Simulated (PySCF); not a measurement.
CH3F, SMILES CF (connectivity only; charge and spin as stated), charge +1, multiplicity 2. Atoms are numbered in the order given.

```xyz
5

C      0.0828     0.5663     0.0000
F     -0.0188    -0.7167     0.0000
H      1.0886     0.9794     0.0000
H     -0.7083     1.0367    -0.7247
H     -0.7083     1.0367     0.7247
```
Charge +1, spin multiplicity 2.

The structure is a stationary point at B3LYP-D3(BJ)/def2-TZVP. The multiplicity is an assumed one; other spin states were not compared.

Level of theory: r2SCAN/def2-TZVPD (PySCF).

Mulliken values depend strongly on the basis, most of all with diffuse functions as here. Atomic charges (e):

```csv
atom,Mulliken,meta-Löwdin,Mulliken spin
C1,0.06,0.14,0.26
F2,0.04,0.01,0.28
H3,0.36,0.22,-0.04
H4,0.27,0.32,0.25
H5,0.27,0.32,0.25
```
